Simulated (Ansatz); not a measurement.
# H4OSi: the cost of one run

Program: Ansatz 0.2.0. Level of theory: RKS B3LYP/def2-SVP. These are calculated values, not measurements.

## (1) The starting structure

Bond lengths: Si1–O2 1.680 Å, O2–H3 1.010 Å, Si1–H4 1.460 Å, Si1–H5 1.459 Å, Si1–H6 1.459 Å. Angles: Si1–O2–H3 109.5°, O2–Si1–H4 109.5°, O2–Si1–H5 109.5°, O2–Si1–H6 109.5°, H4–Si1–H5 109.5°, H4–Si1–H6 109.5°, H5–Si1–H6 109.5°.

Coordinates:

```xyz
6

Si    0.0000    0.0000    0.0000
O     0.0000    0.0000    1.6800
H    -0.9095   -0.2814    2.0171
H     1.3768    0.0000   -0.4862
H    -0.6877    1.1914   -0.4862
H    -0.6877   -1.1914   -0.4862
```

## (2) Preparing the start

input.yaml reads:

```yaml
crystal:
  periodic: [false, false, false]
  atoms:
    - { symbol: Si, position_ang: [0.0, 0.0, 0.0] }
    - { symbol: O, position_ang: [0.0, 0.0, 1.68] }
    - { symbol: H, position_ang: [-0.9095, -0.2814, 2.0171] }
    - { symbol: H, position_ang: [1.3768, 0.0, -0.4862] }
    - { symbol: H, position_ang: [-0.6877, 1.1914, -0.4862] }
    - { symbol: H, position_ang: [-0.6877, -1.1914, -0.4862] }
basis:
  gaussian: { orbitals: def2-SVP }
hamiltonian:
  xc: b3lyp
relax:
  f_tol: 0.02
  max_steps: 40
output:
  orbitals: {}
```

Launch:

```console
$ ansatz run input.yaml --threads 1 --pin off --max-ram 2048MiB --backend cpu --events-out ev --progress --plain --runs-dir out
```

**Question.** How long does this run take on 1 thread of Arm Neoverse V2, shared host, and how much memory does it need?

About 6.2 s, with a peak of 0.1 GiB.
